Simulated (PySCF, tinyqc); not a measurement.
Worked calculation: G0W0 on RHF in the sto-3g basis, for BH, spin multiplicity 1. The lowest restricted solution is unstable here: a spin-polarised one lies 0.0116 hartree lower (PySCF). One step of it, computed by the program tinyqc.

Task: G0W0 on Hartree-Fock: HOMO. W(p,q,m) = sqrt2 sum_ia (pq|ia) (X+Y)_ia,m; Sigma_c(x) = sum_(i,m) W^2/(x - e_i + w_m) + sum_(a,m) W^2/(x - e_a - w_m); solve x = e_p + Sigma_c(x) by Newton steps; Z = 1/(1 - dSigma/dx); 1 hartree = 27.211386 eV.

orbital energies (hartree): MO1 -7.337325, MO2 -0.585653, MO3 -0.245715, MO4 0.270259, MO5 0.270259, MO6 0.739642

Two-electron integrals over orbitals (pq|rs), unique and non-zero (hartree):
```
(11|11) 2.890482    (21|11) -0.226486   (21|21) 0.029542    (22|11) 0.598155
(22|21) -0.000486   (22|22) 0.591715    (31|11) -0.217961   (31|21) 0.023245
(31|22) -0.019607   (31|31) 0.034498    (32|11) 0.085132    (32|21) -0.008179
(32|22) -0.073510   (32|31) 0.003048    (32|32) 0.062717    (33|11) 0.695778
(33|21) -0.015877   (33|22) 0.415394    (33|31) 0.004213    (33|32) 0.049263
(33|33) 0.570915    (41|41) 0.021705    (42|41) 0.018979    (42|42) 0.059482
(43|41) 0.018716    (43|42) 0.042956    (43|43) 0.064100    (44|11) 0.741986
(44|21) -0.008791   (44|22) 0.461290    (44|31) -0.007461   (44|32) 0.042838
(44|33) 0.507393    (44|44) 0.586773    (51|51) 0.021705    (52|51) 0.018979
(52|52) 0.059482    (53|51) 0.018716    (53|52) 0.042956    (53|53) 0.064100
(54|54) 0.031630    (55|11) 0.741986    (55|21) -0.008791   (55|22) 0.461290
(55|31) -0.007461   (55|32) 0.042838    (55|33) 0.507393    (55|44) 0.523513
(55|55) 0.586773    (61|11) 0.144073    (61|21) -0.023617   (61|22) -0.012976
(61|31) -0.005593   (61|32) 0.012138    (61|33) 0.023751    (61|44) 0.004152
(61|55) 0.004152    (61|61) 0.029526    (62|11) -0.186254   (62|21) 0.003232
(62|22) 0.005303    (62|31) 0.011348    (62|32) -0.051899   (62|33) -0.035304
(62|44) -0.091323   (62|55) -0.091323   (62|61) 0.004946    (62|62) 0.122005
(63|11) 0.085288    (63|21) -0.004325   (63|22) -0.054496   (63|31) 0.007170
(63|32) 0.053065    (63|33) 0.076548    (63|44) 0.038386    (63|55) 0.038386
(63|61) 0.010891    (63|62) -0.052566   (63|63) 0.073058    (64|41) -0.011947
(64|42) -0.036878   (64|43) -0.014413   (64|64) 0.033124    (65|51) -0.011947
(65|52) -0.036878   (65|53) -0.014413   (65|65) 0.033124    (66|11) 0.676037
(66|21) -0.004223   (66|22) 0.583427    (66|31) -0.019200   (66|32) -0.062733
(66|33) 0.457087    (66|44) 0.477431    (66|55) 0.477431    (66|61) -0.008664
(66|62) 0.016535    (66|63) -0.042133   (66|66) 0.616208
```

excitation energies w (hartree): 0.612443  0.612443  0.979101  0.979101  1.100092  1.565745  7.650939  7.650939  8.135822

X + Y:
```
             1          2          3          4          5          6         7         8
1>4  -0.000029  -0.006475  -0.010619   0.000056   0.000000   0.000000  0.000000  0.997154
1>5  -0.006475   0.000029  -0.000056  -0.010619   0.000000   0.000000  0.997154  0.000000
1>6   0.000000   0.000000   0.000000   0.000000  -0.005557  -0.001396  0.000000  0.000000
2>4  -0.001038  -0.235002   0.916299  -0.004802   0.000000   0.000000  0.000000  0.001127
2>5  -0.235002   0.001038   0.004802   0.916299   0.000000   0.000000  0.001127  0.000000
2>6   0.000000   0.000000   0.000000   0.000000   0.216836   0.901884  0.000000  0.000000
3>4   0.003972   0.899542   0.144301  -0.000756   0.000000   0.000000  0.000000  0.000664
3>5   0.899542  -0.003972   0.000756   0.144301   0.000000   0.000000  0.000664  0.000000
3>6   0.000000   0.000000   0.000000   0.000000   0.927762  -0.156722  0.000000  0.000000

            9
1>4  0.000000
1>5  0.000000
1>6  0.996374
2>4  0.000000
2>5  0.000000
2>6  0.000407
3>4  0.000000
3>5  0.000000
3>6  0.000657
```

Give: The 12 largest terms at x = e_p; Newton steps; quasiparticle energy of the HOMO; Hartree-Fock value.

Result:

The 12 largest terms at x = e_p (hartree; W for the signs of X + Y given):

| q | m | W | term |
|---|---|---|---|
| 3 | 5 | 0.089 | 0.007 |
| 5 | 1 | 0.067 | -3.99e-03 |
| 4 | 2 | 0.067 | -3.99e-03 |
| 2 | 6 | -0.078 | 3.19e-03 |
| 4 | 3 | 0.068 | -3.14e-03 |
| 5 | 4 | 0.068 | -3.14e-03 |
| 6 | 5 | 0.080 | -3.04e-03 |
| 6 | 6 | -0.083 | -2.72e-03 |
| 3 | 6 | -0.062 | 2.46e-03 |
| 2 | 5 | 0.054 | 2.00e-03 |
| 3 | 9 | 0.034 | 1.38e-04 |
| 5 | 7 | 0.027 | -8.61e-05 |

Newton steps (hartree):

| step | x | Sigma_c(x) | Z |
|---|---|---|---|
| 0 | -0.246 | -0.005 | 0.976 |
| 1 | -0.251 | -4.95e-03 | 0.976 |
| 2 | -0.251 | -4.95e-03 | 0.976 |

quasiparticle energy of the HOMO = -6.821 eV

Hartree-Fock value = -6.686 eV
